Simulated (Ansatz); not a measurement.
The same path of BClH2 + H3P (8 atoms, charge 0, multiplicity 1) was run twice with different band settings. Lost on the way: B1–H2, P5–H8. Made: B1–P5, H2–H8.

Level of theory: RKS PBE-D4/def2-SVP in Ansatz.

Relaxed end points:

```xyz
8
Properties=species:S:1:pos:R:3
B -0.025 0.300 0.044
H -0.123 0.773 1.156
H 1.015 -0.109 -0.424
Cl -1.436 0.350 -0.999
P -0.211 -2.856 1.227
H -0.822 -2.761 -0.074
H 1.114 -2.684 0.691
H -0.372 -1.441 1.482
```

```xyz
8
Properties=species:S:1:pos:R:3
B 0.154 -0.832 -0.397
H -0.739 0.987 2.161
H 1.216 -0.245 -0.394
Cl -1.240 0.002 -1.071
P -0.019 -2.491 0.506
H -0.972 -3.161 -0.329
H 1.170 -3.128 0.021
H -0.429 0.440 2.606
```

Common settings: movable images 9; spring 5.0 eV/Å²; start path through a guess of the saddle point; force threshold 0.05 eV/Å; iteration limit 60; end points relaxed.

| run | climbing image | optimiser |
| --- | --- | --- |
| 1 | yes | quadratic models (default) |
| 2 | from the first iteration | fire |

Question: What does each run give, and how far can it be trusted?

Answer: Run 1: converged after 14 iterations, highest image 0.593 eV above the first end. A vibrational analysis at the climbing image gives one clearly imaginary mode, 707i cm⁻¹: a first-order saddle point.
Run 2: converged after 57 iterations, highest image 0.594 eV above the first end. Another band between the same ends (9 images) ends at a top of the same energy, where a vibrational analysis finds 1 clearly imaginary mode.
The orbitals stay closed-shell, which can raise the energy where a bond breaks towards radicals; this wasn't checked here.
